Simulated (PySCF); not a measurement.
**Trend along the third period: MNa molecules**

PBE with double-zeta basis sets in PySCF, for the lowest determinant that a PBE0 search found; no spin–orbit coupling. De refers to high-spin ground-configuration atoms. A positive dipole means M(−)Na(+).

```csv
M,basis,state (unpaired electrons),Re (Å),ωe (cm⁻¹),De (eV),μ (D)
Na,x2c-SVPall,singlet (closed shell),3.106,156,0.80,n/a
Si,def2-SVPD,"quartet (σ ↑, π ↑↑)",2.721,245,1.48,6.45
P,x2c-SVPall,triplet (π ↑↑),2.683,264,1.40,5.90
S,cc-pVDZ/cc-pV(D+d)Z,doublet (π ↑),2.510,317,2.55,7.59
Cl,def2-SVP,singlet (closed shell),2.348,378,4.05,7.73
```

The shortest bond is that of NaCl (2.348 Å), the longest that of Na2 (3.106 Å). NaCl is bound most strongly (4.05 eV) and Na2 least (0.80 eV).

The rows differ in basis set, which adds steps of its own.

The state changes along the series, so neighbouring rows are not always alike in their bonding.

Closed-shell solutions of metal pairs were not tested for spin polarisation, which can lower them a little. States were picked by a PBE0 search and need not be the measured ground states.
